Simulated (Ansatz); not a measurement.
This geometry of AlH3O + H4Si (10 atoms, charge 0, multiplicity 1) is a first-order saddle point.

Level of theory: RKS PBE0-D4/6-31G* in Ansatz.

```xyz
10
Properties=species:S:1:pos:R:3
Al 0.207 0.172 0.128
O -0.206 -0.363 1.868
H -1.121 -0.650 2.011
H 1.733 -0.016 -0.254
H -1.034 0.024 -0.858
Si 0.052 2.648 1.093
H 1.151 3.243 1.904
H 0.326 3.007 -0.340
H -1.231 3.322 1.451
H -0.191 0.908 1.777
```

Question: Which two structures does it join? (They come from a converged band through this point; their orientation in space is the band's.)

Answer: Bonds broken: Si6–H10. Bonds formed: Al1–Si6, O2–H10. AlH3O + H4Si becomes AlH7OSi.

Initial state:

```xyz
10
Properties=species:S:1:pos:R:3
Al 0.059 -0.163 0.387
O -0.253 -1.287 1.651
H -1.164 -1.460 1.906
H 1.571 -0.030 -0.071
H -1.165 0.479 -0.417
Si 0.122 2.979 1.046
H 1.030 3.828 1.859
H 0.569 2.918 -0.366
H -1.284 3.438 1.154
H 0.201 1.594 1.630
```

Final state:

```xyz
10
Properties=species:S:1:pos:R:3
Al 0.128 0.423 -0.007
O -0.148 -0.358 1.864
H -1.085 -0.374 2.110
H 1.570 -0.173 -0.358
H -1.194 -0.224 -0.643
Si 0.035 2.799 0.655
H 0.804 3.017 1.932
H 0.600 3.784 -0.319
H -1.348 3.284 0.979
H 0.323 0.119 2.566
```

Question: How far does it lie above each of them?

Answer: 127.9 kJ/mol above the first and 92.2 kJ/mol above the second. This is the barrier of this one path; another mechanism may lie lower. The orbitals stay closed-shell, which can raise the energy where a bond breaks towards radicals; this wasn't checked here.

Time of the run: 9.7 min on 1 thread of Arm Neoverse V1 (shared host), peak memory 0.13 GiB.
